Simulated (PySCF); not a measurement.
Species: 1,2-butadiene, C4H6.
Bonds: C1–C2 (double), C2–C3 (double), C3–C4. Hydrogens: H5, H6 on C1; H7 on C3; H8, H9, H10 on C4.

The same species was optimised twice, with GFN2-xTB and with PBE0-D3(BJ)/def2-SVP (PySCF), and the same property calculations (PySCF, gas phase) were run on both structures.

```tsv
coordinate	GFN2-xTB	PBE0-D3(BJ)/def2-SVP	change
C1–H5 (Å)	1.079	1.096	+0.017
C1–H6 (Å)	1.079	1.096	+0.017
C3–H7 (Å)	1.083	1.099	+0.016
C1=C2 (Å)	1.295	1.309	+0.014
C2=C3 (Å)	1.297	1.310	+0.013
C4–H9 (Å)	1.090	1.102	+0.012
C4–H8 (Å)	1.090	1.102	+0.012
C4–H10 (Å)	1.087	1.099	+0.012
C3–C4 (Å)	1.500	1.500	0.000
C2–C3–H7 (°)	119.8	117.4	-2.4
C4–C3–H7 (°)	115.8	117.1	+1.3
H5–C1–H6 (°)	116.3	117.3	+1.0
C2–C3–C4 (°)	124.4	125.5	+1.1
H8–C4–H9 (°)	107.9	106.9	-1.0
C3–C4–H8 (°)	110.0	110.8	+0.8
C3–C4–H9 (°)	110.0	110.8	+0.8
H8–C4–H10 (°)	108.9	108.3	-0.6
```

Rotational constants: A = 34584, B = 4266, C = 3993 MHz (GFN2-xTB) against A = 34686, B = 4164, C = 3910 MHz (PBE0-D3(BJ)/def2-SVP). Point groups within 0.08 Å: Cs and Cs.

On the GFN2-xTB structure: HOMO (eV) -7.24 [PBE0/pcSseg-1]; LUMO (eV) 0.46 [PBE0/pcSseg-1]; dipole (D) 0.44 [PBE0/pcSseg-1]; GIAO shielding of C1 (ppm) 109.2 [PBE0/pcSseg-1]; GIAO shielding of C2 (ppm) -34.3 [PBE0/pcSseg-1]; GIAO shielding of C3 (ppm) 95.9 [PBE0/pcSseg-1]; GIAO shielding of C4 (ppm) 169.0 [PBE0/pcSseg-1].

**Question.** What do these properties become on the PBE0-D3(BJ)/def2-SVP structure?

**Answer.** 
```json
{"property": "HOMO (eV)", "level": "PBE0/pcSseg-1", "on GFN2-xTB": "-7.24", "on PBE0-D3(BJ)/def2-SVP": "-7.21", "change": "+0.03"}
{"property": "LUMO (eV)", "level": "PBE0/pcSseg-1", "on GFN2-xTB": "0.46", "on PBE0-D3(BJ)/def2-SVP": "0.38", "change": "-0.08"}
{"property": "dipole (D)", "level": "PBE0/pcSseg-1", "on GFN2-xTB": "0.44", "on PBE0-D3(BJ)/def2-SVP": "0.45", "change": "+0.01"}
{"property": "energy, GFN2-xTB geometry as zero (kcal/mol)", "level": "PBE0/pcSseg-1", "on GFN2-xTB": "0.0", "on PBE0-D3(BJ)/def2-SVP": "-0.3", "change": "-0.3"}
{"property": "GIAO shielding of C1 (ppm)", "level": "PBE0/pcSseg-1", "on GFN2-xTB": "109.2", "on PBE0-D3(BJ)/def2-SVP": "105.6", "change": "-3.6"}
{"property": "GIAO shielding of C2 (ppm)", "level": "PBE0/pcSseg-1", "on GFN2-xTB": "-34.3", "on PBE0-D3(BJ)/def2-SVP": "-39.6", "change": "-5.3"}
{"property": "GIAO shielding of C3 (ppm)", "level": "PBE0/pcSseg-1", "on GFN2-xTB": "95.9", "on PBE0-D3(BJ)/def2-SVP": "93.2", "change": "-2.7"}
{"property": "GIAO shielding of C4 (ppm)", "level": "PBE0/pcSseg-1", "on GFN2-xTB": "169.0", "on PBE0-D3(BJ)/def2-SVP": "167.6", "change": "-1.4"}
```

The heavy atoms differ by 0.017 Å rms after alignment. Among all bonds C1–H5, C1–H6 and C3–H7 change most and about equally (+0.016 to +0.017 Å). Changes are differences of the printed values. Neither structure is proved a minimum here.
